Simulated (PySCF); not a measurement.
NH3 (charge +1 and doublet state).
SMILES: `[NH3+]`

Computed, not measured: PBE0-D3(BJ)/def2-SVP geometry optimisation, gas phase in PySCF 2.14.0.

Masses are those of the commonest isotopes; rigid-rotor values at the optimised geometry. 

Task: What are A, B and C (GHz)?

Result: Ia = 1.61, Ib = 1.61, Ic = 3.22 u·Å²; 505379 MHz·u·Å²/I gives 313616, 313550 and 156792 MHz, that is A = 313.62, B = 313.55, C = 156.79 GHz.

Task: What kind of rotor is it?

Result: An oblate symmetric top, as the point group D3h requires two equal moments; the computed ones differ by 0.02 % because the geometry is symmetric only within the optimiser's tolerance; Ray's κ = 0.999.

Task: What does the inertial defect say?

Result: Planar: Δ = Ic − Ia − Ib = 0.00 u·Å². For a rigid frame Δ = −2 Σ m c², so it vanishes when all atoms lie in the ab plane; here none is more than 0.01 Å from it.

The point group D3h allows no dipole (computed: 0.00 D (about the centre of mass, as the species is charged)), so a rigid rotor has no electric-dipole lines.

Task: Estimate the classical rotational partition function at 200 K and 500 K.

Result: Point group D3h, symmetry number σ = 6; q = (√π/σ)·√((kT/h)³/(ABC)), k/h = 20836.6 MHz/K: 20.2 at 200 K, 80.0 at 500 K.

For this open shell read J as N, the rotation without spin; fine and hyperfine splittings come on top. No PBE0-D3(BJ)/def2-SVP frequencies stand behind this structure, so it isn't proved a minimum. ⟨S²⟩ = 0.754 (exact for a doublet: 0.75). These are rigid-rotor constants of the computed structure; measured ground-state constants (B0) also hold zero-point vibration.
